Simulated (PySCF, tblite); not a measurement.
**C₅H₈N radical: geometry, infrared bands and EPR parameters**

Aim: predict the infrared bands and EPR parameters of C₅H₈N radical (`CC[C](C)C#N`).

Computed with tblite 0.8.0 and PySCF 2.14.0, with density-fitted response routines of our own, on a single molecule in the gas phase. Atoms are numbered from 0 throughout.

### 1 The molecule as given

14 atoms, charge 0, multiplicity 2; geometry from: force field or distance geometry start.

Bonds of the start (Å): C0–C1 1.52, C1–C2 1.51, C2–C3 1.48, C2–C4 1.42, C4–N5 1.17, C0–H6 1.09, C0–H7 1.09, C0–H8 1.10, C1–H9 1.08, C1–H10 1.10, C3–H11 1.10, C3–H12 1.10, C3–H13 1.09.

### 2 Optimising the geometry with GFN2-xTB

What the job is given:

```
{"job": {"kind": "relax", "xc": "GFN2-xTB", "basis": "xTB"}, "charge": 0, "multiplicity": 2}
C     -1.668500    -0.430400     0.363200
C     -0.526700    -0.616800    -0.616600
C      0.606300     0.343100    -0.354200
C      1.572300     0.057500     0.724900
C      0.708900     1.534000    -1.120300
N      0.796100     2.505000    -1.758200
H     -1.360700    -0.591100     1.395400
H     -2.474000    -1.132300     0.144400
H     -2.085600     0.580900     0.293000
H     -0.898700    -0.509200    -1.627800
H     -0.147900    -1.649600    -0.529300
H      1.067500     0.034600     1.707400
H      2.036000    -0.924800     0.581800
H      2.374400     0.798700     0.774100
```

Command:

```sh
OMP_NUM_THREADS=1 python probes_run.py task.json out
```

This one command runs all jobs of the session in turn.

**Question.** This job is followed by: GFN2-xTB harmonic vibrations, gas phase; UKS B3LYP, pcH-1 on C H N, non-relativistic, mean-field spin-orbit, GIAO. What will the session give for the following? strongest single infrared mode (GFN2-xTB); zero-point energy (GFN2-xTB); g(iso) (B3LYP); ⟨S²⟩; largest a(iso) (averaged by class); potential on the surface of density 0.002 e/bohr³, 1st and 99th percentile.

As calculated:

| quantity | value |
| --- | --- |
| strongest single infrared mode (GFN2-xTB) | 2225 cm⁻¹, 106 km/mol |
| zero-point energy (GFN2-xTB) | 72.4 kcal/mol |
| g(iso) (B3LYP) | 2.00298 |
| ⟨S²⟩ | 0.764 (exact 0.75) |
| largest a(iso) (averaged by class) | 13C on C2, 72.6 MHz |
| potential on the surface of density 0.002 e/bohr³, 1st and 99th percentile | -1.85 V and 1.10 V |

**Reading.** The optimisation took 31 steps and gained 0.083 eV; among the close pairs (by a distance rule), C2–C4 changed most, from 1.420 to 1.368 Å. The lowest mode is imaginary (27i cm⁻¹), so the xTB geometry is not a minimum: the zero-point energy counts the real modes alone, and all values at this geometry belong to a saddle point. The strongest single mode, at 2225 cm⁻¹, moves mainly C4 and N5. Unscaled tight-binding wavenumbers are off by several per cent, some by more. Its intensities can rank the bands wrongly. C2 carries the largest spin population, 0.80 e. The isotropic g lies 0.7 ppt above the free-electron value. These values are for one conformer; the search (at its own cheap level) found 1 more, at 0.22 kcal/mol, and measured spectra average over such forms.
